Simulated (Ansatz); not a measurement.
Predict the output of the script below (Ansatz's Python interface).

The script reads `fhosi.xyz`:
```text
4

O    -0.58790    0.74980   -0.17120
Si    0.29300    0.04800    0.96960
F     0.90970   -1.22470    0.23460
H    -0.55930    0.36660   -1.05330
```

The script, `cas.py`:
```python
import ansatz as az

system = az.Crystal.molecule_from_extxyz("fhosi.xyz")

calculation = (
    system.calculation()
    .basis(gaussian="6-31G*")
    .correlation(active_electrons=6, active_orbitals=6)
)
for method in ["sc_nevpt2"]:
    rep = (calculation if method is None else calculation.correlation(method)).run(threads=1).report
    space = rep["configurations"]
    state = space["states"][0]
    print(method or "casscf", f"total {rep['free_energy_ev'] / 27.211386246:.6f} Ha, active-space state {state['energy']['hartree']:.6f} Ha, mean field {rep['reference_energy_ev'] / 27.211386246:.6f} Ha")
    print("  determinants", state["n_determinants"], " natural occupations", [round(n, 3) for n in space["natural_occupations"]])
print("effectively unpaired electrons, sum of min(n, 2 - n):", round(sum(min(n, 2 - n) for n in space["natural_occupations"]), 3))
```

```console
$ python cas.py
Warning: the results are in doubt because another end's mean lies 0.640 eV lower, and its corrected mean 0.265 eV higher
RunWarning: the results are in doubt because another end's mean lies 0.640 eV lower, and its corrected mean 0.265 eV higher
sc_nevpt2 total -464.285642 Ha, active-space state -463.935896 Ha, mean field -463.870420 Ha
  determinants 400  natural occupations [1.983, 1.979, 1.939, 0.067, 0.019, 0.014]
effectively unpaired electrons, sum of min(n, 2 - n): 0.199
```
(Warnings from the package without file and line.)

Total energies depend on the basis set; only differences at equal settings carry meaning. The geometry is a force-field or estimated start, not a minimum of this method, and the basis set is short of its limit. The active space starts as a window about the frontier orbitals and is then optimised, not chosen by chemistry. A lower CASSCF solution was found and passed over, so the printed active-space state isn't the lowest. Wall time of the script: 2.8 s on 1 thread of Arm Neoverse V2, with other jobs on the host, peak memory 0.15 GiB.

(Lines on the test bed's own set-up are left out of the output.)
